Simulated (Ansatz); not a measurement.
One change: `OB[SiH3]` becomes `OBS`.

Ansatz, PBE0-D4/def2-TZVP geometries, multiplicity 1. Each molecule was computed in one conformer, which needn't be the lowest.

```
                                           property  `OB[SiH3]`
vertical ionisation energy (CCSD(T)/CBS(def2)) / eV       10.47
                 HOMO energy (PBE0/def2-TZVPP) / eV       -7.89
                 LUMO energy (PBE0/def2-TZVPP) / eV       -1.07
            HOMO–LUMO gap (ωB97M-V/def2-TZVPP) / eV       10.96
     zero-point energy (PBE0-D4/def2-TZVP) / kJ/mol       136.1
   size of the dipole moment (B3LYP/def2-TZVPP) / D        2.11
```

**Question.** What does the change do to each property? (An estimate is asked.)

**Answer.** The calculation gave: 
```tsv
property	`OBS`	shift
vertical ionisation energy (CCSD(T)/CBS(def2)) / eV	10.53	0.06
HOMO energy (PBE0/def2-TZVPP) / eV	-7.90	-0.01
LUMO energy (PBE0/def2-TZVPP) / eV	-0.05	1.02
HOMO–LUMO gap (ωB97M-V/def2-TZVPP) / eV	11.90	0.94
zero-point energy (PBE0-D4/def2-TZVP) / kJ/mol	98.5	-37.6
size of the dipole moment (B3LYP/def2-TZVPP) / D	0.74	-1.37
```

The zero-point energy changes by -37.6 kJ/mol with -6 modes. Dipoles are sizes alone; their direction can turn.

B3LYP here is the variant with VWN-RPA as its local correlation; programs differ in this.
